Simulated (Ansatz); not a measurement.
# H3LiP (charge +1): molecular dynamics

Aim: follow the two partners and see whether they stay together, part or react. The start is relaxed first. Runs: 120 steps of 4 fs at constant energy, with velocities drawn for 1500 K; 150 steps of 0.5 fs under a Nosé-Hoover thermostat at 300 K. SMILES of the start: [Li+].P.

Program: Ansatz 0.2.0. Level of theory: UKS CAM-B3LYP/def2-SVP. These are calculated values, not measurements.

### Step 1. The structure to begin with

Bond lengths: Li1–P2 2.457 Å, P2–H3 1.380 Å, P2–H4 1.381 Å, P2–H5 1.381 Å. Angles: Li1–P2–H3 121.7°, Li1–P2–H4 121.6°, Li1–P2–H5 122.2°, H3–P2–H4 94.7°, H3–P2–H5 94.8°, H4–P2–H5 94.7°.

Coordinates:

```xyz
5

Li    0.0722    0.0094   -2.4017
P    -0.0007    0.0022    0.0544
H     0.9755   -0.6179    0.8080
H    -1.0543   -0.5626    0.7458
H     0.0073    1.1689    0.7935
```

### Step 2. Preparing the start

The input, input.yaml:

```yaml
crystal:
  periodic: [false, false, false]
  atoms:
    - { symbol: Li, position_ang: [0.0722, 0.0094, -2.4017] }
    - { symbol: P, position_ang: [-0.0007, 0.0022, 0.0544] }
    - { symbol: H, position_ang: [0.9755, -0.6179, 0.808] }
    - { symbol: H, position_ang: [-1.0543, -0.5626, 0.7458] }
    - { symbol: H, position_ang: [0.0073, 1.1689, 0.7935] }
total_charge: 1
magnetization:
  spin_polarized: true
basis:
  gaussian: { orbitals: def2-SVP }
hamiltonian:
  xc: cam_b3lyp
relax:
  f_tol: 0.02
  max_steps: 40
output:
  orbitals: {}
```

On the command line:

```bash
$ ansatz run input.yaml --threads 1 --pin off --max-ram 2048MiB --backend cpu --events-out ev --progress --plain --runs-dir out
```

Log, shortened:

```text
Warning: RAYON_NUM_THREADS=1 ignored (pool sized by the plan → 1); use --threads N
[...]
Functional definition: CAM-B3LYP
[...]
481 factors; integrals over basis functions are off by at most 3.8e-4 eV
209 factors; integrals over basis functions are off by at most 1.4e-5 eV
[...]
mean field -9533.10811807 eV, -350.3352615662 hartree, gradient 2.2e-5 eV, S^2 0.000000; 0 other end points of the search recorded, 0 dependent functions left out
[...]
reference -9533.10824123 eV, -350.3352660924 hartree; 10, 10 occupied and 32, 32 virtual orbitals, 481 factors
relax step   1: F+E_penalty+E_count = -9533.10811807 eV  Δ(F+E_penalty+E_count) = +0.000e0 eV  max|allowed force component| = 9.156e-1 eV/Å  Δτ_max = 0.0000 Å  (21 SCF iters, accepted)
[...]
relax step   3: F+E_penalty+E_count = -9533.19994248 eV  Δ(F+E_penalty+E_count) = -1.422e-3 eV  max|allowed force component| = 3.554e-2 eV/Å  Δτ_max = 0.0076 Å  (21 SCF iters, accepted)
[...]
relax step   4: F+E_penalty+E_count = -9533.19997935 eV  Δ(F+E_penalty+E_count) = -3.688e-5 eV  max|allowed force component| = 3.092e-4 eV/Å  Δτ_max = 0.0008 Å  (18 SCF iters, accepted)
481 factors; integrals over basis functions are off by at most 4.0e-4 eV
209 factors; integrals over basis functions are off by at most 1.5e-5 eV
[...]
mean field -9533.19997935 eV, -350.3386374062 hartree, gradient 1.4e-5 eV, S^2 0.000000; 1 other end points of the search recorded, 0 dependent functions left out
[...]
reference -9533.20010304 eV, -350.3386419516 hartree; 10, 10 occupied and 32, 32 virtual orbitals, 481 factors
Total energy: -9533.20010304 eV, -350.3386419516 hartree
Atom 0 at     0.072440     0.012340    -2.390309 Å, force     0.000013    -0.000021    -0.000309 eV/Å
Atom 1 at    -0.003026    -0.000535     0.099930 Å, force     0.000074    -0.000031    -0.000029 eV/Å
Atom 2 at     1.039519    -0.656582     0.792343 Å, force    -0.000243     0.000125     0.000054 eV/Å
Atom 3 at    -1.119294    -0.598234     0.727177 Å, force     0.000244     0.000199     0.000126 eV/Å
Atom 4 at     0.010362     1.243012     0.770858 Å, force    -0.000088    -0.000272     0.000159 eV/Å
Dipole moment:     0.046172     0.007883    -1.523704 e Å
```

Wall time 13 s (1 thread of Arm Neoverse N1, shared host); peak memory 0.12 GiB.

The steps of the relaxation:

```
step  energy from step 1 (eV)  largest force component (eV/Å)
   1                   0.0000                          0.9156
   2                  -0.0904                          0.2628
   3                  -0.0918                          0.0355
   4                  -0.0919                          0.0003
```

Step 1 is the start.

After: Bond lengths: Li1–P2 2.491 Å, P2–H3 1.413 Å, P2–H4 1.413 Å, P2–H5 1.413 Å. Angles: Li1–P2–H3 118.0°, Li1–P2–H4 118.0°, Li1–P2–H5 118.0°, H3–P2–H4 99.7°, H3–P2–H5 99.7°, H4–P2–H5 99.7°.

### Step 3. Run 1

120 steps of 4 fs at constant energy, with velocities drawn for 1500 K, from the relaxed start.

The input, input.yaml:

```yaml
crystal:
  periodic: [false, false, false]
  atoms:
    - { symbol: Li, position_ang: [0.07244, 0.01234, -2.390309] }
    - { symbol: P, position_ang: [-0.003026, -0.000535, 0.09993] }
    - { symbol: H, position_ang: [1.039519, -0.656582, 0.792343] }
    - { symbol: H, position_ang: [-1.119294, -0.598234, 0.727177] }
    - { symbol: H, position_ang: [0.010362, 1.243012, 0.770858] }
total_charge: 1
magnetization:
  spin_polarized: true
basis:
  gaussian: { orbitals: def2-SVP }
hamiltonian:
  xc: cam_b3lyp
md:
  timestep: 4.0
  n_steps: 120
  ensemble: nve
  temperature: 1500.0
  initial_velocities: maxwell_boltzmann
  seed: 804196
```

On the command line:

```bash
$ ansatz run input.yaml --threads 1 --pin off --max-ram 2048MiB --backend cpu --events-out ev --progress --plain --runs-dir out
```

Log, shortened:

```text
Warning: RAYON_NUM_THREADS=1 ignored (pool sized by the plan → 1); use --threads N
[...]
[... 1 set-up line as earlier in the session ...]
[...]
481 factors; integrals over basis functions are off by at most 4.0e-4 eV
209 factors; integrals over basis functions are off by at most 1.5e-5 eV
[...]
mean field -9533.19997941 eV, -350.3386374081 hartree, gradient 2.3e-5 eV, S^2 0.000000; 0 other end points of the search recorded, 0 dependent functions left out
[...]
reference -9533.20010309 eV, -350.3386419535 hartree; 10, 10 occupied and 32, 32 virtual orbitals, 481 factors
md step     0: t =     0.00 fs  T =  1500.0 K  F+E_penalty+E_count = -9533.19997941 eV  E_kin = 0.581670 eV  conserved = -9532.61830941 eV  (22 SCF iters)
[...]
md step    15: t =    60.00 fs  T = 43753.0 K  F+E_penalty+E_count = -9521.96110440 eV  E_kin = 16.966531 eV  conserved = -9504.99457401 eV  (158 SCF iters)
[...]
md step    30: t =   120.00 fs  T = 43509.1 K  F+E_penalty+E_count = -9521.86598635 eV  E_kin = 16.871965 eV  conserved = -9504.99402197 eV  (63 SCF iters)
[...]
md step    45: t =   180.00 fs  T = 43737.6 K  F+E_penalty+E_count = -9521.95519110 eV  E_kin = 16.960560 eV  conserved = -9504.99463184 eV  (150 SCF iters)
[...]
md step    59: t =   236.00 fs  T = 43735.9 K  F+E_penalty+E_count = -9521.95421709 eV  E_kin = 16.959889 eV  conserved = -9504.99432830 eV  (68 SCF iters)
md step    60: t =   240.00 fs  T = 43713.7 K  F+E_penalty+E_count = -9521.94554401 eV  E_kin = 16.951304 eV  conserved = -9504.99424072 eV  (69 SCF iters)
```

### Step 4. More of the same log: dynamics from the start

The log, continued, shortened:

```text
md step    61: t =   244.00 fs  T = 43687.4 K  F+E_penalty+E_count = -9521.93526483 eV  E_kin = 16.941091 eV  conserved = -9504.99417418 eV  (68 SCF iters)
[...]
md step    76: t =   304.00 fs  T = 43555.8 K  F+E_penalty+E_count = -9521.88410346 eV  E_kin = 16.890069 eV  conserved = -9504.99403462 eV  (66 SCF iters)
[...]
md step    91: t =   364.00 fs  T = 43556.5 K  F+E_penalty+E_count = -9521.88403320 eV  E_kin = 16.890350 eV  conserved = -9504.99368322 eV  (224 SCF iters)
[...]
md step   106: t =   424.00 fs  T = 43593.9 K  F+E_penalty+E_count = -9521.89889337 eV  E_kin = 16.904839 eV  conserved = -9504.99405472 eV  (145 SCF iters)
[...]
md step   119: t =   476.00 fs  T = 43586.3 K  F+E_penalty+E_count = -9521.89593521 eV  E_kin = 16.901885 eV  conserved = -9504.99405016 eV  (167 SCF iters)
[...]
md step   120: t =   480.00 fs  T = 43611.1 K  F+E_penalty+E_count = -9521.90558200 eV  E_kin = 16.911514 eV  conserved = -9504.99406796 eV  (94 SCF iters)
Total energy: -9521.90589422 eV, -349.9235874328 hartree
Atom 0 at     0.941658    -1.216154    -7.633442 Å, force     0.145981     0.166418     0.024142 eV/Å
Atom 1 at     2.965104     1.090599    -7.298811 Å, force    -0.145981    -0.166418    -0.024142 eV/Å
Atom 2 at    37.036275   -21.000069    19.455539 Å, force    -0.000000    -0.000000    -0.000000 eV/Å
Atom 3 at  -112.567801   -77.921919    54.866680 Å, force    -0.000000     0.000000    -0.000000 eV/Å
Atom 4 at   -21.726898    73.839973   191.414784 Å, force     0.000000    -0.000000     0.000000 eV/Å
Dipole moment:     3.575138    -0.336848   -13.941538 e Å
```

Wall time 16 min (1 thread of Arm Neoverse N1, shared host); peak memory 0.19 GiB.

### Step 5. Frames and traces

One step in 5; energies are changes from step 0:

```
time (fs)  T (K)  potential energy change (meV/atom)  total energy change (meV/atom)
      0.0   1500                                 0.0                            0.00
     20.0  14691                              1569.7                         2592.68
     40.0  43582                              2261.8                         5525.49
     60.0  43753                              2247.8                         5524.75
     80.0  43672                              2254.2                         5524.83
    100.0  43549                              2263.7                         5524.86
    120.0  43509                              2266.8                         5524.86
    140.0  43567                              2262.3                         5524.85
    160.0  43698                              2252.1                         5524.82
    180.0  43738                              2249.0                         5524.74
    200.0  43547                              2263.9                         5524.94
    220.0  43720                              2250.3                         5524.74
    240.0  43714                              2250.9                         5524.81
    260.0  43581                              2261.3                         5524.85
    280.0  43511                              2266.7                         5524.86
    300.0  43539                              2264.5                         5524.86
    320.0  43654                              2255.5                         5524.84
    340.0  43755                              2247.6                         5524.76
    360.0  43592                              2260.4                         5524.87
    380.0  43652                              2255.6                         5524.78
    400.0  43745                              2248.4                         5524.78
    420.0  43620                              2258.2                         5524.85
    440.0  43523                              2265.7                         5524.86
    460.0  43520                              2266.0                         5524.86
    480.0  43611                              2258.9                         5524.85
```

time (fs), T (K) and a bar:
```
      0.0       1500 
     20.0      14691 #########
     40.0      43582 ##############################
     64.0      43754 ##############################
     84.0      43643 ##############################
    104.0      43533 ##############################
    124.0      43513 ##############################
    148.0      43615 ##############################
    168.0      43743 ##############################
    188.0      43662 ##############################
    208.0      43584 ##############################
    228.0      43755 ##############################
    252.0      43631 ##############################
    272.0      43528 ##############################
    292.0      43516 ##############################
    312.0      43600 ##############################
    332.0      43732 ##############################
    356.0      43640 ##############################
    376.0      43603 ##############################
    396.0      43755 ##############################
    416.0      43647 ##############################
    440.0      43523 ##############################
    460.0      43520 ##############################
    480.0      43611 ##############################
```

Bonds that form or break, judged by distance (formed within 1.15 times the sum of covalent radii and held on average over 12 fs, broken when stretched by half; pairs already stretched at the start don't count as bonds):

```
time (fs)   bond   event
      8.0  P2–H3  breaks
      8.0  P2–H4  breaks
     36.0  P2–H5  breaks
```

Reading of run 1. The temperature runs away to 44583 K: the integration has become unstable, and nothing after that is physical.

(Part 1 of 2 ends here.)
